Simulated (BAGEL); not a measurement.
# C3H6S ((methylthio)ethene): RI-MP2/def2-SVP (density fitting with qzvpp-jkfit)

What is the energy change on altering one bond length of C3H6S ((methylthio)ethene) at RI-MP2/def2-SVP (density fitting with qzvpp-jkfit)? 

Program for the calculation: BAGEL 1.2.2.

2 further runs of the same task are left out: 2 set aside as unsound or not needed.

## 1. Starting point

The species is C3H6S (10 atoms), meant as a singlet with charge 0. As SMILES, `C=CSC`. The coordinates come from a PBE0-D4/def2-TZVP relaxation. This is one conformer, not always the lowest.

Bond lengths: C1–C2 1.328 Å, C2–S3 1.743 Å, S3–C4 1.798 Å, C1–H5 1.083 Å, C1–H6 1.084 Å, C2–H7 1.087 Å, C4–H8 1.090 Å, C4–H9 1.090 Å, C4–H10 1.091 Å. Some angles: C1–C2–S3 124.2°, C2–S3–C4 100.4°, C1–C2–H7 120.7°, S3–C2–H7 115.0°, C2–C1–H5 120.4°, C2–C1–H6 122.0°, S3–C4–H8 111.4°, S3–C4–H9 106.7°, S3–C4–H10 110.9°, H5–C1–H6 117.6°.

## 2. A single-point energy at RI-MP2/def2-SVP (density fitting with qzvpp-jkfit)

input.json

```json
{ "bagel": [

{
  "title": "molecule",
  "basis": "svp",
  "df_basis": "qzvpp-jkfit",
  "angstrom": "true",
  "geometry": [
    { "atom": "C", "xyz": [   -0.656500,    1.908400,   -0.637400 ] },
    { "atom": "C", "xyz": [   -0.509800,    0.669100,   -0.182300 ] },
    { "atom": "S", "xyz": [    0.790800,    0.154500,    0.857600 ] },
    { "atom": "C", "xyz": [    0.782200,   -1.615100,    0.538900 ] },
    { "atom": "H", "xyz": [   -1.531000,    2.179900,   -1.215600 ] },
    { "atom": "H", "xyz": [    0.073900,    2.684200,   -0.437900 ] },
    { "atom": "H", "xyz": [   -1.252100,   -0.094500,   -0.401500 ] },
    { "atom": "H", "xyz": [    1.073700,   -1.835800,   -0.488100 ] },
    { "atom": "H", "xyz": [    1.510500,   -2.058900,    1.217900 ] },
    { "atom": "H", "xyz": [   -0.198600,   -2.043300,    0.751300 ] }
  ]
},
{ "title": "hf" },
{ "title": "mp2", "ncore": 8 }

]}
```

Run with:

```
$ BAGEL_NUM_THREADS=1 BAGEL input.json > input.out
```

The log of the run:

```text
* using 1 threads per process

  ===============================================================
  ===============================================================

  *** Geometry ***

  { "atom" : "C", "xyz" : [     -1.240605,      3.606353,     -1.204511 ] },
  { "atom" : "C", "xyz" : [     -0.963382,      1.264416,     -0.344497 ] },
  { "atom" : "S", "xyz" : [      1.494395,      0.291963,      1.620629 ] },
  { "atom" : "C", "xyz" : [      1.478144,     -3.052097,      1.018373 ] },
  { "atom" : "H", "xyz" : [     -2.893171,      4.119414,     -2.297151 ] },
  { "atom" : "H", "xyz" : [      0.139651,      5.072403,     -0.827511 ] },
  { "atom" : "H", "xyz" : [     -2.366126,     -0.178579,     -0.758725 ] },
  { "atom" : "H", "xyz" : [      2.028999,     -3.469159,     -0.922375 ] },
  { "atom" : "H", "xyz" : [      2.854431,     -3.890757,      2.301497 ] },
  { "atom" : "H", "xyz" : [     -0.375300,     -3.861277,      1.419751 ] },

  Number of auxiliary basis functions:      461

  Since a DF basis is specified, we compute 2- and 3-index integrals:
    o Being stored without compression. Storage requirement is 0.030 GB

  Number of basis functions:       90
  Number of electrons      :       40

    * METHOD: MOLECULE                             0.19

  *** RHF ***

  === Nuclear Repulsion ===
   154.0042642880

      * DIIS with orbital gradients will be used.

  === RHF iteration (svp) ===
      0       -514.25513910          0.01343988           0.06
      1       -514.36211066          0.00589035           0.06
      2       -514.38051329          0.00135568           0.06
      3       -514.38232153          0.00033957           0.06
      4       -514.38241143          0.00011178           0.06
      5       -514.38243923          0.00005231           0.06
      6       -514.38244315          0.00001571           0.06
      7       -514.38244352          0.00000488           0.06
      8       -514.38244355          0.00000150           0.06
      9       -514.38244355          0.00000068           0.06
     10       -514.38244355          0.00000021           0.06
     11       -514.38244355          0.00000009           0.06
     12       -514.38244355          0.00000003           0.06
     13       -514.38244355          0.00000001           0.06
     14       -514.38244355          0.00000000           0.06
    * SCF iteration converged.

    * Permanent dipole moment:
           (    0.252483,     0.514721,     0.277048) a.u.

    * METHOD: HF                                   1.00

  *** RHF ***

  === Nuclear Repulsion ===
   154.0042642880

      * DIIS with orbital gradients will be used.

  === RHF iteration (svp) ===
      0       -514.38244355          0.00000000           0.06
    * SCF iteration converged.

    * Permanent dipole moment:
           (    0.252483,     0.514721,     0.277048) a.u.

  === DF-MP2 calculation ===

    * freezing 8 orbitals
    * 3-index integral transformation done
    * assembly done

      MP2 correlation energy:   -0.5445616455      0.04

      MP2 total energy:       -514.9270051995

    * METHOD: MP2                                  0.17

  ===============================================================
```

Wall time 1.5 s (1 thread of Arm Neoverse V2, shared host); peak memory 0.12 GiB.

## 3. The distorted shape at the same level

job.json

```json
{ "bagel" : [

{
  "title" : "molecule",
  "basis" : "svp",
  "df_basis" : "qzvpp-jkfit",
  "angstrom" : "true",
  "geometry" : [
    { "atom" : "C", "xyz" : [    0.520498,    2.422257,   -0.892288 ] },
    { "atom" : "C", "xyz" : [    0.667198,    1.182957,   -0.437188 ] },
    { "atom" : "S", "xyz" : [    1.967798,    0.668357,    0.602712 ] },
    { "atom" : "C", "xyz" : [    1.959198,   -1.101243,    0.284012 ] },
    { "atom" : "H", "xyz" : [   -0.354002,    2.693757,   -1.470488 ] },
    { "atom" : "H", "xyz" : [    1.250898,    3.198057,   -0.692788 ] },
    { "atom" : "H", "xyz" : [   -0.075102,    0.419357,   -0.656388 ] },
    { "atom" : "H", "xyz" : [    2.250698,   -1.321943,   -0.742988 ] },
    { "atom" : "H", "xyz" : [    2.687498,   -1.545043,    0.963012 ] },
    { "atom" : "H", "xyz" : [   -0.198600,   -2.043300,    0.751300 ] }
  ]
},
{
  "title" : "hf",
  "charge" : 0
},
{
  "title" : "mp2",
  "charge" : 0,
  "ncore" : 8
}

]}
```

Run with:

```
$ BAGEL_NUM_THREADS=1 BAGEL job.json > job.out
```

The log of the run:

```text
* using 1 threads per process

  ===============================================================
  ===============================================================

  *** Geometry ***

  { "atom" : "C", "xyz" : [      0.983599,      4.577402,     -1.686180 ] },
  { "atom" : "C", "xyz" : [      1.260821,      2.235465,     -0.826166 ] },
  { "atom" : "S", "xyz" : [      3.718599,      1.263012,      1.138961 ] },
  { "atom" : "C", "xyz" : [      3.702348,     -2.081048,      0.536705 ] },
  { "atom" : "H", "xyz" : [     -0.668967,      5.090463,     -2.778820 ] },
  { "atom" : "H", "xyz" : [      2.363855,      6.043452,     -1.309180 ] },
  { "atom" : "H", "xyz" : [     -0.141922,      0.792470,     -1.240394 ] },
  { "atom" : "H", "xyz" : [      4.253203,     -2.498110,     -1.404044 ] },
  { "atom" : "H", "xyz" : [      5.078635,     -2.919708,      1.819829 ] },
  { "atom" : "H", "xyz" : [     -0.375300,     -3.861277,      1.419751 ] },

  Number of auxiliary basis functions:      461

  Since a DF basis is specified, we compute 2- and 3-index integrals:
    o Being stored without compression. Storage requirement is 0.030 GB

  Number of basis functions:       90
  Number of electrons      :       40

    * METHOD: MOLECULE                             0.18

  *** RHF ***

  === Nuclear Repulsion ===
   150.7625793832

      * DIIS with orbital gradients will be used.

  === RHF iteration (svp) ===
      0       -514.04045105          0.01314878           0.06
      1       -514.15282237          0.00688736           0.06
      2       -514.17861824          0.00154853           0.06
      3       -514.18165295          0.00075164           0.06
      4       -514.18209478          0.00021050           0.06
      5       -514.18221308          0.00006646           0.06
      6       -514.18222406          0.00003203           0.06
      7       -514.18222567          0.00001094           0.06
      8       -514.18222600          0.00000395           0.06
      9       -514.18222605          0.00000157           0.06
     10       -514.18222606          0.00000055           0.06
     11       -514.18222606          0.00000030           0.06
     12       -514.18222606          0.00000011           0.06
     13       -514.18222606          0.00000005           0.06
     14       -514.18222606          0.00000002           0.06
     15       -514.18222606          0.00000001           0.06
    * SCF iteration converged.

    * Permanent dipole moment:
           (   -0.543716,    -0.344793,     0.507830) a.u.

    * METHOD: HF                                   1.06

  *** RHF ***

  === Nuclear Repulsion ===
   150.7625793832

      * DIIS with orbital gradients will be used.

  === RHF iteration (svp) ===
      0       -514.18222606          0.00000001           0.06
    * SCF iteration converged.

    * Permanent dipole moment:
           (   -0.543717,    -0.344794,     0.507830) a.u.

  === DF-MP2 calculation ===

    * freezing 8 orbitals
    * 3-index integral transformation done
    * assembly done

      MP2 correlation energy:   -0.5697950691      0.04

      MP2 total energy:       -514.7520211287

    * METHOD: MP2                                  0.17

  ===============================================================
```

Wall time 1.6 s (1 thread of Arm Neoverse V2, shared host); peak memory 0.12 GiB.

## 4. Summary of results

At RI-MP2/def2-SVP (density fitting with qzvpp-jkfit), 8 core orbitals frozen:

| quantity | value |
| --- | --- |
| first shape: total energy | -514.92701 Eh |
| first shape: correlation energy (8 core orbitals frozen) | -544.6 mEh |
| distorted shape: total energy | -514.75202 Eh |
| distorted shape: correlation energy (8 core orbitals frozen) | -569.8 mEh |
| energy change with the C4–H10 bond stretched from 1.091 to 2.400 Å | 4.762 eV |

In words: One bond (distorted shape) is far stretched, which a spin-restricted single reference describes badly; perturbation theory on it can break down and give far too much correlation. With the C4–H10 bond stretched from 1.091 to 2.400 Å the energy rises by 4.76 eV (110 kcal/mol). The first shape isn't relaxed at this level, so the change isn't measured from a minimum. A restricted reference can't describe the breaking bond well at this length.
